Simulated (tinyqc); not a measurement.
Inside a calculation. Method: CIS and TDHF on RHF in the sto-3g basis, for H2F+, spin multiplicity 1. One step of it, computed by the program tinyqc.

Problem. CIS triplet states. Diagonalise A (1 hartree = 27.211386 eV); each vector has its largest component positive (the first on a tie).

CIS matrix A, triplet (hartree), lower triangle:
```
           1>6        1>7        2>6        2>7       3>6       3>7       4>6       4>7
1>6  25.776299
1>7   0.000000  25.798483
2>6   0.005062   0.000000   1.288318
2>7   0.000000   0.007002   0.000000   1.365101
3>6   0.000000   0.008165   0.000000   0.080912  0.404803
3>7   0.008165   0.000000   0.080912   0.000000  0.000000  0.470989
4>6  -0.013132   0.000000  -0.059807   0.000000  0.000000  0.055481  0.346042
4>7   0.000000  -0.002814   0.000000  -0.007515  0.055481  0.000000  0.000000  0.426054
5>6   0.000000   0.000000   0.000000   0.000000  0.000000  0.000000  0.000000  0.000000
5>7   0.000000   0.000000   0.000000   0.000000  0.000000  0.000000  0.000000  0.000000

          5>6       5>7
5>6  0.334221
5>7  0.000000  0.403327
```

Give: triplet excitation energies; lowest vectors.

Solution.

triplet excitation energies (eV): 8.638  9.095  9.644  10.975  12.781  13.294  35.357  37.331  701.409  702.013

lowest vectors:
```
     state 1  state 2  state 3  state 4  state 5  state 6
1>6    0.001    0.000    0.000    0.000    0.000    0.000
1>7    0.000    0.000    0.000    0.000    0.000    0.000
2>6    0.088    0.000    0.000    0.000    0.000   -0.064
2>7    0.000    0.000   -0.067    0.000   -0.049    0.000
3>6    0.000    0.000    0.785    0.000    0.613    0.000
3>7   -0.379    0.000    0.000    0.000    0.000    0.921
4>6    0.921    0.000    0.000    0.000    0.000    0.385
4>7    0.000    0.000   -0.615    0.000    0.788    0.000
5>6    0.000    1.000    0.000    0.000    0.000    0.000
5>7    0.000    0.000    0.000    1.000    0.000    0.000
```
